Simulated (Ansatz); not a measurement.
Relaxation of FH₇Si₂ (10 atoms, charge 0, multiplicity 1), to a largest force component of 0.03 eV/Å in at most 50 steps.

Computed with RHF/def2-TZVP (Ansatz).

```xyz
10
Properties=species:S:1:pos:R:3:forces:R:3
Si -0.183 -1.040 -0.283 1.17 -0.33 -0.47
F 1.401 -1.321 -0.556 -1.48 0.14 -0.01
H -0.916 -1.799 -1.315 0.02 0.01 0.00
H -0.540 -1.591 1.033 0.01 0.00 -0.01
Si -0.672 1.267 -0.483 0.01 -0.03 -0.01
H 1.908 -0.487 1.403 1.59 -0.49 -0.97
H 1.396 -0.284 1.815 -1.33 0.71 1.48
H -0.034 2.071 0.577 0.01 -0.01 0.01
H -0.221 1.755 -1.802 0.00 0.01 0.00
H -2.139 1.429 -0.389 0.00 0.00 0.00
```

Question: Where does it end, and by what steps?

Answer: It converged. The force dipped under the threshold on the way, but the program's further checks kept it going. After 15 steps the energy has fallen by 0.282 eV; H7 moved furthest, 1.48 Å.

| step | energy less start (eV) | largest force component (eV/Å) | accepted |
| --- | --- | --- | --- |
| 0 | 0.0000 | 1.587 | yes |
| 1 | -0.1653 | 0.911 | yes |
| 2 | -0.2279 | 0.389 | yes |
| 3 | -0.2586 | 0.057 | yes |
| 4 | -0.2688 | 0.100 | yes |
| 5 | -0.2757 | 0.107 | yes |
| 6 | -0.2783 | 0.082 | yes |
| 7 | -0.2800 | 0.061 | yes |
| 8 | -0.2804 | 0.068 | yes |
| 9 | -0.2808 | 0.054 | yes |
| 10 | -0.2810 | 0.024 | yes |
| 11 | -0.2812 | 0.025 | yes |
| 12 | -0.2812 | 0.073 | yes |
| 13 | -0.2814 | 0.039 | yes |
| 14 | -0.2815 | 0.025 | yes |
| 15 | -0.2817 | 0.011 | yes |

```xyz
10
Properties=species:S:1:pos:R:3
Si -0.447 -1.086 -0.569
F 1.110 -1.364 -0.677
H -1.104 -1.792 -1.684
H -0.914 -1.663 0.704
Si -0.848 1.244 -0.666
H 2.560 -0.451 2.153
H 2.483 -0.103 2.797
H -0.148 1.937 0.435
H -0.389 1.797 -1.956
H -2.303 1.480 -0.535
```

The run took 17 s on 4 threads of Arm Neoverse V1, on a shared host, peak memory 0.3 GiB.
